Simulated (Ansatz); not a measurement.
Wavefunction ladder for `COC(N)F`

Z-matrix (Å, degrees):
```
C
O 1 1.412
H 1 1.089 2 106.7
H 1 1.097 2 110.9 3 118.6
H 1 1.093 2 111.4 3 -119.5
C 2 1.363 1 114.2 3 -175.0
F 6 1.414 2 108.4 1 -63.5
N 6 1.400 2 108.4 1 174.5
H 6 1.098 2 112.7 1 50.8
H 8 1.010 6 111.3 2 175.2
H 8 1.012 6 110.6 2 52.7
```

Total charge 0; spin multiplicity 1. The geometry is a stationary point of PBE0-D4/def2-TZVP. It is one conformer, not always the lowest. Frozen core, restricted reference, the Gaussian-basis code of Ansatz. CBS rows extrapolate triple and quadruple zeta; past MP2 they add the triple-zeta difference.

```tsv
basis	HF (Eh)	MP2 corr.
def2-SVP	-307.73805	-0.81606
def2-TZVPP	-308.10806	-1.04176
def2-QZVPP	-308.12225	-1.12284
```

Q: Estimate the CCSD correlation energy and the (T) correction in each basis where they were run (hartree).

A: 
```
     basis  CCSD corr.       (T)
  def2-SVP    -0.85753  -0.02069
def2-TZVPP    -1.07011  -0.03857
 CBS(def2)    -1.21125     as TZ
```
